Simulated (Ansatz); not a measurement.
**How far each method lies from UCCSDT(Q) for [GeH3···H···Si], triplet**

Geometry: a point of a hydrogen-transfer path between rigid fragments, not a stationary point.

```yaml
atoms:
  - { symbol: Ge, position_ang: [-1.0159, 0.0000, 0.0000] }
  - { symbol: H, position_ang: [-1.5274, 1.4466, 0.0000] }
  - { symbol: H, position_ang: [-1.5274, -0.7233, 1.2528] }
  - { symbol: H, position_ang: [-1.5274, -0.7233, -1.2528] }
  - { symbol: H, position_ang: [0.9751, 0.0000, 0.0000] }
  - { symbol: Si, position_ang: [2.7571, 0.0000, 0.0000] }
```

Basis cc-pVDZ; Ansatz 0.2.0. Only valence electrons are correlated (noble-gas cores and the filled d shells of p-block atoms frozen), which leaves 12 electrons in 46 orbitals. R marks a restricted (for open shells ROHF) determinant, U an unrestricted one. Active spaces: pair = (4e, 4o) about the gap. No spin–orbit coupling is included, and no scalar relativity.

Full CI isn't at hand for all of this; UCCSDT(Q) serves as the reference, and is uncertain by about the last step of the cluster series. The frozen core follows each run's orbitals, which can shift R against U totals by a few meV for light atoms and by up to 0.1 eV past Ca.

- UHF ⟨S²⟩: 2.035
- T1 diagnostic (RCCSD): 0.0232
- largest doubles amplitude (RCCSD): 0.107
- T1 diagnostic (UCCSD): 0.0156

```
   level  E − E(RHF) (eV)
     UHF          -0.1401
    UMP2          -4.7385
   UCCSD          -6.0366
UCCSD(T)          -6.1881
```

Q: Estimate how far UCCSDT(Q) in cc-pVDZ lies from UCCSD(T). The table doesn't fix it; the size of (T) and the diagnostics are the guide.

A: UCCSDT(Q) in cc-pVDZ lies 4.5 kJ/mol below UCCSD(T), which is 31 % of the (T) step (-14.6 kJ/mol). The diagnostics give no warning, yet the rest is a sizeable part of (T). The miss exceeds 1 kcal/mol.

The other levels:

| level | E − E(UCCSDT(Q)) (kJ/mol) | share of correlation (%) | wall time |
| --- | --- | --- | --- |
| UCCSDT | 0.7 | 99.88 | – |

The correlation energy at UCCSDT(Q), counted from RHF, is -6.235 eV. That run took 78 s on 1 thread of Intel Xeon Platinum 8259CL, shared host.

Run but not shown, since their state or frozen core can't be matched to the reference's or they repeat it: RHF, RMP2, CISD, RCCSD, RCCSD(T), BCCD(T), RCCSDT, RCCSDT(Q), CASSCF (pair space), NEVPT2 (pair space), MRCISD (pair space), MRCISD+Q (pair space).

Times hold each run's SCF and search for its determinant on a shared host, so for small cases they say little of a method's own cost; they ran on 1 thread of Intel Xeon Platinum 8259CL.
